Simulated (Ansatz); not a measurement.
**What a trial cell of Ge₃Pt relaxes into**

Method: Ansatz, DFT PBE, scalar-relativistic, plane waves, PAW. Cutoff 420 eV, Γ-centred k mesh, Gaussian smearing, no spin polarisation in the final step.

Ge₃Pt was placed on the sites of a reported Cu3Pd cell (P4/mmm, No. 123), with Pt in place of Pd, Ge in place of Cu, at a guessed volume.

```
Ge Pt
1.0
     4.04333    0.00000    0.00000
     0.00000    4.04333    0.00000
     0.00000    0.00000    4.00177
Ge Pt
3 1
Cartesian
  0.0000 2.0217 2.0009
  2.0217 0.0000 2.0009
  2.0217 2.0217 0.0000
  0.0000 0.0000 0.0000
```

Steps on the 4×4×4 mesh (4 atoms). 5 of 5 steps are shown, and the free energy counts from the last. Trial steps that were taken back and renewals of the plane-wave basis can be among the rows.

```csv
step,ΔF (meV/atom),V (Å³/atom),P (GPa)
1,44.9,16.36,10.24
2,17.3,18.84,-4.97
3,0.8,17.95,-0.66
4,0.5,17.82,0.08
5,0.0,17.82,0.10
```

The cell was then made exact in the group found at 0.06 Å. A final relaxation ran on a 12×12×12 mesh. The relaxed crystal, Pm-3m (No. 221):

```
Ge Pt
1.0
     4.14776    0.00000    0.00000
     0.00000    4.14776    0.00000
     0.00000    0.00000    4.14776
Ge Pt
3 1
Direct
  0.00000 0.50000 0.50000
  0.50000 0.00000 0.50000
  0.50000 0.50000 0.00000
  0.00000 0.00000 0.00000
```

```yaml
Volume_per_atom: 17.84 Å³
Density: 9.61 g/cm³
Energy_over_the_elements: 0.13 eV/atom
Gap_on_the_12×12×12_mesh: 0 eV (a metal)
```

Formation energies are uncorrected and refer to the elements' standard structures at the same level.

The final run used a 12×12×12 mesh on its 4-atom cell and 0.10 eV smearing. The k mesh leaves about 4 meV/atom of noise in metals. Spin–orbit coupling is left out.

A structure relaxed within its symmetry needn't be a true minimum.

Cost: 3 runs of about 1.2 core-minutes in all, on Intel Xeon Platinum 8375C (Ice Lake) (shared hosts).